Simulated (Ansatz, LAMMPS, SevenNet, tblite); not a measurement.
# Wurtzite GaN, lattice parameter a

Reference value: 3.189 Å (measured, room temperature, not corrected to a static lattice; as tabulated in Lucero et al. (2012), arXiv:1111.4515).

```tsv
level (code)	value (Å)	difference (%)
ionic model zapol1997 (shell model, LAMMPS)	3.227	+1.19
GFN1-xTB (tblite)	3.300	+3.48
SevenNet-l3i5 (SevenNet)	3.214	+0.78
LDA (Ansatz)	3.152	-1.16
PBE (Ansatz)	3.218	+0.91
PBE-D3(BJ) (Ansatz)	3.197	+0.25
r²SCAN (Ansatz)	3.183	-0.19
HSE06 (Ansatz)	3.185	-0.13
PBE0 (Ansatz)	3.184	-0.16
```

Leaving aside ionic model zapol1997, which can be fitted to such values or carry a doubt: The reference is not for a static lattice or low temperature, so close values are not ranked against it. Off by more than 1.25 % (a bound picked here): GFN1-xTB (+3.48 %).

The measured value isn't corrected to a static lattice, so vibrations enter the comparison. A static lattice is as a rule a little smaller than the measured one.  GFN1-xTB: the method was fitted mainly to molecules. GFN1-xTB: the run uses a supercell at the zone centre in place of a k mesh. Cutoffs and k meshes differ between the levels. Ansatz's density-functional and Hartree–Fock values are scalar-relativistic unless marked +SOC, with PAW data made under PBE.

Empirical potentials (ionic model zapol1997) are fitted to chosen data, which need not cover the solid at hand: agreement can be built in, and what lay outside the fit can be far off. Machine-learned potentials (SevenNet-l3i5) are trained on DFT data, which may include these solids.

Differences are worked out from the printed values.

Ansatz is a program for electronic structure.
